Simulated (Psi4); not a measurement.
**Two attempts at SiH4O (Si(OH)H3)**

Wanted: the energy in a field of SiH4O (Si(OH)H3), MP2-F12/aug-cc-pVDZ (density fitting, density fitting for correlation, dipole perturbation λ (added as +λ·μ, a field of −λ) (0, 0, 0.001) a.u.).

The results are computed with Psi4 1.11.

1 further run of the same task is left out (set aside as unsound or not needed).

### 1 The molecule

SiH4O has 6 atoms, charge 0, and is taken as a singlet. SMILES: `[H][Si]([H])([H])O`. The coordinates come from a GFN2-xTB relaxation.

Bond lengths: Si1–O2 1.625 Å, O2–H3 0.953 Å, Si1–H4 1.464 Å, Si1–H5 1.464 Å, Si1–H6 1.453 Å. Angles: Si1–O2–H3 122.4°, O2–Si1–H4 110.3°, O2–Si1–H5 110.3°, O2–Si1–H6 101.4°, H4–Si1–H5 108.8°, H4–Si1–H6 112.9°, H5–Si1–H6 112.9°.

### 2 The input as first written

calc.in

```
memory 1600 MB

molecule molecule1 {
  0 1
  Si    -0.11327018    -0.21726181    -0.77083818
  O     -0.11251429    -0.17368473     2.30004236
  H      0.61854516     1.17340654     3.24515108
  H      2.48149386    -0.21310442    -1.73259540
  H     -1.43690995     2.00004834    -1.76347352
  H     -1.43732569    -2.56940392    -1.27826744
  units au
  symmetry c1
  no_reorient
  no_com
}

set globals {
  basis          aug-cc-pVDZ
  scf_type       df
  freeze_core    true
  perturb_h      true
  perturb_with   dipole
  perturb_dipole [0.0, 0.0, 0.001]
  d_convergence  1e-16
  maxiter        80
}

energy_value, wavefunction = energy('mp2-f12', return_wfn=True)
```

Run with:

```
$ psi4 -i calc.in -o calc.out -n 1
```

calc.out:

```text
Psi4 1.11 release

   => Loading Basis Set <=

    Name: AUG-CC-PVDZ
    Role: ORBITAL
    Keyword: BASIS

         ---------------------------------------------------------
                                   SCF
                              RHF Reference
                        1 Threads,   1525 MiB Core
         ---------------------------------------------------------

  ==> Geometry <==

    Molecular point group: c1
    Full point group: C1

    Geometry (in Bohr), charge = 0, multiplicity = 1:

       Center              X                  Y                   Z               Mass
    ------------   -----------------  -----------------  -----------------  -----------------
         SI          -0.113270180000    -0.217261810000    -0.770838180000    27.976926534650
         O           -0.112514290000    -0.173684730000     2.300042360000    15.994914619570
         H            0.618545160000     1.173406540000     3.245151080000     1.007825032230
         H            2.481493860000    -0.213104420000    -1.732595400000     1.007825032230
         H           -1.436909950000     2.000048340000    -1.763473520000     1.007825032230
         H           -1.437325690000    -2.569403920000    -1.278267440000     1.007825032230

  Running in c1 symmetry.

[... 83 lines left out ...]
                           Total Energy        Delta E     RMS |[F,P]|
[... 2 lines left out ...]
   @DF-RHF iter   1:  -366.06440961510225   -5.65652e-01   5.38157e-03 ADIIS/DIIS
[... 1 line left out ...]
   @DF-RHF iter   3:  -366.16168156974072   -3.47736e-02   3.65591e-04 ADIIS/DIIS
[... 1 line left out ...]
   @DF-RHF iter   5:  -366.16265484445523   -2.99763e-05   1.43930e-05 DIIS
[... 1 line left out ...]
   @DF-RHF iter   7:  -366.16265722990744   -9.08538e-08   6.63400e-07 DIIS
[... 1 line left out ...]
   @DF-RHF iter   9:  -366.16265723493933   -2.39197e-10   2.71694e-08 DIIS
[... 2 lines left out ...]
   @DF-RHF iter  72:  -366.16265723494757    0.00000e+00   1.39206e-14 DIIS
[... 1 line left out ...]
   @DF-RHF iter  74:  -366.16265723494723   -3.41061e-13   1.65491e-14 DIIS
[... 1 line left out ...]
   @DF-RHF iter  76:  -366.16265723494757   -2.84217e-13   1.41893e-14 DIIS
[... 1 line left out ...]
   @DF-RHF iter  78:  -366.16265723494757    1.70530e-13   1.68262e-14 DIIS
[... 1 line left out ...]
   @DF-RHF iter  80:  -366.16265723494718    3.41061e-13   1.79007e-14 DIIS
[... 1 line left out ...]
PsiException: Could not converge SCF iterations in 80 iterations.

  Failed to converge.

psi4.driver.p4util.exceptions.SCFConvergenceError: Could not converge SCF iterations in 80 iterations.

Printing out the relevant lines from the Psithon --> Python processed input file:
    core.set_global_option("PERTURB_H", "true")
    core.set_global_option("PERTURB_WITH", "dipole")
    core.set_global_option("PERTURB_DIPOLE", [0.0, 0.0, 0.001])
    core.set_global_option("D_CONVERGENCE", 1e-16)
    core.set_global_option("MAXITER", 80)
--> energy_value, wavefunction = energy('mp2-f12', return_wfn=True)

!------------------------------------------------------!
!                                                      !
!  Could not converge SCF iterations in 80 iterations. !
!                                                      !
!------------------------------------------------------!

    Psi4 run time: 0:00:03.58
```

Wall time 5.7 s (1 thread of Intel Xeon Platinum 8175M at 2.50GHz (Skylake/Cascade Lake), shared host); peak memory 0.27 GiB.

### 3 What went wrong

No converged result was reached.

The telling line is `Could not converge SCF iterations in 80 iterations.`. The fault: the convergence threshold is tighter than the arithmetic can reach. To mend it: density convergence threshold at its default in place of 1e-16.

### 4 Second attempt

job.in

```
memory 1600 mb

molecule {
  0 1
  Si    -0.11327018    -0.21726181    -0.77083818
  O     -0.11251429    -0.17368473     2.30004236
  H      0.61854516     1.17340654     3.24515108
  H      2.48149386    -0.21310442    -1.73259540
  H     -1.43690995     2.00004834    -1.76347352
  H     -1.43732569    -2.56940392    -1.27826744
  units bohr
  symmetry c1
  no_reorient
  no_com
}

set {
  basis          aug-cc-pVDZ
  scf_type       df
  freeze_core    true
  perturb_h      true
  perturb_with   dipole
  perturb_dipole [0.0, 0.0, 0.001]
}

energy_value = energy("mp2-f12")
```

Run with:

```
$ psi4 -i job.in -o job.out -n 1
```

job.out:

```text
[...]
  Running in c1 symmetry.
[...]
  Nuclear repulsion =   65.675557221686361
[...]
  Multiplicity = 1
[...]
  Nalpha       = 13
  Nbeta        = 13
[...]
    Number of basis functions: 86
[...]
   @DF-RHF iter   1:  -366.06440961510225   -5.65652e-01   5.38157e-03 DIIS/ADIIS
[...]
   @DF-RHF iter  10:  -366.16265723494615   -6.82121e-12   6.63672e-09 DIIS
[...]
    Orbital Energies [Eh]
    ---------------------
    Doubly Occupied:
       1A    -68.810012     2A    -20.566511     3A     -6.149597
       4A     -4.254843     5A     -4.253327     6A     -4.253106
       7A     -1.351181     8A     -0.774094     9A     -0.649258
      10A     -0.557236    11A     -0.556482    12A     -0.473358
      13A     -0.454552
[...]
  @DF-RHF Final Energy:  -366.16265723494615
   => Energetics <=
    Nuclear Repulsion Energy =             65.6755572216863612
    One-Electron Energy =                -637.4693161381101163
    Two-Electron Energy =                 205.6311016814775314
    Total Energy =                       -366.1626572349462094
[...]
 Multipole Moments:
 ------------------------------------------------------------------------------------
     Multipole            Electronic (a.u.)      Nuclear  (a.u.)        Total (a.u.)
 ------------------------------------------------------------------------------------
 L = 1.  Multiply by 2.5417464519 to convert [e a0] to [Debye]
 Dipole X            :          2.5181533           -2.2600935            0.2580599
 Dipole Y            :          4.5114470           -4.0401966            0.4712504
 Dipole Z            :         -6.1482511            6.0794191           -0.0688321
 Magnitude           :                                                    0.5416730
[...]
```

It took 27 s on 1 thread of Intel Xeon Platinum 8175M at 2.50GHz (Skylake/Cascade Lake), shared host; peak memory 1.1 GiB.

### 5 What came out

At MP2-F12/aug-cc-pVDZ (density fitting, density fitting for correlation, dipole perturbation λ (added as +λ·μ, a field of −λ) (0, 0, 0.001) a.u.):

```
                                   quantity          value
                               total energy  -366.61469 Eh
      HOMO–LUMO gap (Hartree–Fock orbitals)       13.22 eV
correlation energy (6 core orbitals frozen)     -420.5 mEh
```
